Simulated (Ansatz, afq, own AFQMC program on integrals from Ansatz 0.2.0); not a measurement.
**SiNH2, quartet in cc-pVDZ, levels against CCSDT(Q)**

```xyz
4

Si    0.0062   -0.0954    0.5424
N    -0.0810    0.1282   -1.0648
H     0.2624    1.1912    1.2592
H     0.6894   -0.3137   -1.5755
```

Connectivity, by distances: SiH–NH.

Basis cc-pVDZ. Noble-gas cores (and the filled d shells of Ga–Kr and In–Xe) are frozen. AFQMC by an in-house program on the Cholesky factors that Ansatz 0.2.0 writes for its CCSD(T) run. The CISD trial takes its coefficients from CCSD amplitudes. Released means that phaseless walkers are propagated on without the constraint, phases kept. ± is one standard error of the sampling.

Determinant: UHF, the one that the program's search chose, which needn't be the lowest solution. The geometry is a point of a scan.

No full CI on the walks' own integrals is used here; CCSDT(Q) serves as the reference and is uncertain by about the last step of the cluster series.

Cautions: lower spins were not checked.

The T1 diagnostic is 0.0231. The weight of the determinant in the CISD state is 0.897. The ⟨S²⟩ of the determinant is 3.761 and the size of the correlated space is 11 electrons in 36 orbitals.

Reference: CCSDT(Q), correlation energy -6.297 eV. The released energy is read at 1.62 1/Eh, later times being too noisy (meV from the phaseless value at times in 1/Eh: -4 ± 14 at 0.24, -28 ± 9 at 0.51, -15 ± 15 at 0.99, -25 ± 16 at 1.62, 9 ± 25 at 2.40).

```csv
level,E − E(reference) (kcal/mol),share of correlation (%)
HF,145.20,0.00
MP2,23.34,83.93
CCSD,4.24,97.08
CCSD(T),0.85,99.41
CCSDT,0.25,99.83
ph-AFQMC/CISD,0.35 ± 0.20,99.76
released AFQMC,-0.22 ± 0.37,100.15
```

Released energies are given only where the last usable release times agree within the noise; a slower fall can still hide under it.
